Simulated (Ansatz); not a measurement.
A made-up structure of C2H3S, doublet:

```
6
angstrom
C -0.3708 0.1496 -0.9812
C -0.2964 -0.1610 0.2905
S 0.9133 -0.6748 1.3555
H 2.2038 -1.1002 1.4137
H 0.5183 0.3159 -1.5904
H 0.5677 0.1031 2.3981
```

It is relaxed with PBE-D4/def2-SVP and then PBE0-D4/def2-TZVP (Ansatz 0.2.0). Atoms count as bonded within 1.22 times the sum of their covalent radii (H–H: 0.88 Å). The end point is not checked to be a true minimum.

Does its bonding change? (A judgement: the text doesn't fix the answer.)

The calculation gives: Yes. Formed: none; broken: S3–H4.

Where it ends: The first stage lowers the energy by 1.57 eV in 30 steps. It ends as a complex of C₂H₂S (C#CS) + H:
| atom | x (Å) | y (Å) | z (Å) |
| --- | --- | --- | --- |
| C1 | -0.1889 | 0.3023 | -1.2143 |
| C2 | -0.0323 | -0.1521 | -0.1109 |
| S3 | 0.1399 | -0.9097 | 1.3779 |
| H4 | 3.3316 | -1.4844 | 2.9728 |
| H5 | -0.3229 | 0.7162 | -2.1855 |
| H6 | 0.6086 | 0.1604 | 2.0461 |

For scale, one of the runs: PBE0-D4/def2-TZVP relaxation, 117 basis functions, launched by `ansatz run in.yaml --threads 2 --pin off --events-out ev --progress --plain --max-ram 4352MiB`. The run took about 27 s on 2 CPU threads of an Arm Neoverse V2 (shared host).
